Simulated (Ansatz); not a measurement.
Ansatz (an electronic-structure program) input:

Ansatz 0.2 input:
```yaml
crystal:
  periodic: [false, false, false]
  atoms:
    - {symbol: Si, position_ang: [0.00223457, -0.00101284, 0.09492492]}
    - {symbol: H, position_ang: [0.00260731, 1.28256971, -0.65129472]}
    - {symbol: H, position_ang: [-0.03389125, -1.26838990, -0.67765412]}
basis:
  gaussian:
    orbitals: def2-TZVP
hamiltonian:
  xc: b3lyp
  dispersion: d3bj
magnetization: {spin_polarized: true, initial_magnetization: 2}
phonons: {temperatures: {t_min: 298.15, t_max: 298.15, t_step: 100}}
```

Task: Which total energy does the run end on?

Result: -290.60994 Eh (B3LYP-D3(BJ)/def2-TZVP). The basis has 49 functions.

This is an excited triplet: at this geometry the singlet lies 0.46 eV lower at CCSD(T)/CBS(aug-cc-pV(T+d)Z,aug-cc-pV(Q+d)Z).
